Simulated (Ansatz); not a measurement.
**V3Au (Pm-3m)**

These are results of DFT PBEsol, scalar-relativistic, plane waves, PAW in Ansatz, not measurements.

Plane waves to 420 eV, a k mesh through Γ of 12×12×12 on the computed 4-atom cell and Gaussian smearing (0.10 eV); no spin polarisation.

The structure is relaxed at this level of theory with its symmetry kept. Whether it is the stable form of this composition wasn't checked.

```
V Au
1.0
     3.82087    0.00000    0.00000
     0.00000    3.82087    0.00000
     0.00000    0.00000    3.82087
V Au
3 1
Direct
  0.00000 0.50000 0.50000
  0.50000 0.00000 0.50000
  0.50000 0.50000 0.00000
  0.00000 0.00000 0.00000
```

- Space group: Pm-3m (No. 221)
- Volume per atom: 13.95 Å³
- Formation energy from the elements' standard states (uncorrected): +0.032 eV/atom
- Kohn–Sham band gap: none (metal)
- Density of states at the Fermi level: 9.15 states/eV per cell
- Löwdin character within 0.5 eV of the Fermi level: V 3d 88 %, unprojected 4 %
- Bulk modulus: 206 GPa
- Its pressure derivative: 4.4
- Bader charges (e): V (3 in the cell) 0.59, Au (1 in the cell) -1.78

Spin-orbit coupling is left out, which matters for the bands of heavy elements.

A ferromagnetic start lost its moments in a first run, so spin was left out; other magnetic orders weren't tried.

Cost: 6 runs of about 2.1 core-minutes in all, on Arm Neoverse V1 (shared hosts).